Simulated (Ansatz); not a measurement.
# Isomers

Structures of MgSiNH₄ (charge -1), singlet, relaxed at PBE0-D4/def2-TZVPD (vibrations not checked; lower isomers may exist, and structures with a doubtful reference or unclear bonds are left out). Ansatz 0.2.0; basis: def2-TZVPPD; cores frozen in the correlated methods. The outer core shell of Li, Na, Mg and K is correlated. The def2 sets are not built for correlating such inner shells, so the correlated values are less sure here. B3LYP uses VWN-RPA correlation.

Q: Rank them by CCSD(T) energy, lowest first, and give each one's height above the lowest. Links in brackets join atoms within 1.22 times the sum of their covalent radii (1.1 for two metals). (Judge from chemistry; the value comes from the calculation.)
A.
MgSiNH₄ ([MgH2][NH][SiH]), total charge -1
```
7
angstrom
Mg 1.1732 1.0061 0.3753
N -0.2395 -0.3561 -0.1737
Si -1.8287 -0.6104 0.3112
H -2.2062 -1.8456 -0.5856
H 2.7152 0.7703 -0.5044
H 0.8038 2.2406 1.5968
H 0.1114 -0.9955 -0.8796
```
B.
MgSiNH₄ ([NH][Mg][SiH3]), total charge -1
```
7
angstrom
N -1.6537 -2.4175 -0.1684
Mg -0.8075 -0.8092 -0.1768
Si 0.9146 1.1525 0.1423
H -2.4921 -2.9133 -0.4444
H 1.0234 2.1165 -1.0133
H 0.6564 2.0920 1.2942
H 2.3588 0.7790 0.3663
```
C.
MgSiNH₄ ([NH2][Mg][SiH2]), total charge -1
```
7
angstrom
N -1.4812 -2.2831 0.0347
Mg -0.4116 -0.6487 0.0267
Si 0.9078 1.5451 -0.1639
H -2.1555 -2.5703 -0.6648
H -1.4717 -3.0106 0.7393
H 0.5364 1.8252 1.3107
H 2.1750 0.7416 0.2103
```

A: By the calculation: A (0.00 kcal/mol), C (2.03 kcal/mol), B (29.24 kcal/mol). Heights count from the lowest.

Q: Do PBE-D4, r2SCAN-D4, PBE0-D4, B3LYP-D4, wB97M-V, HF, MP2 give the same order? (Judge from chemistry; the calculation decides.)

A: The calculation gives: Lowest first: PBE-D4 C < A < B; r2SCAN-D4 C < A < B; PBE0-D4 C < A < B. The others agree with CCSD(T).

No T1 diagnostic of these runs exceeds 0.024. The restricted Hartree–Fock reference is unstable towards an unrestricted one at one or more of these structures.

For scale, one of the runs: CCSD(T)/def2-TZVPPD, 188 basis functions, launched by `ansatz run in.yaml --threads 2 --pin off --events-out ev --progress --plain --max-ram 4352MiB`. The run took 66 s on 2 CPU threads of an Arm Neoverse V1 (shared host), with 2.1 GiB of host memory at its peak.
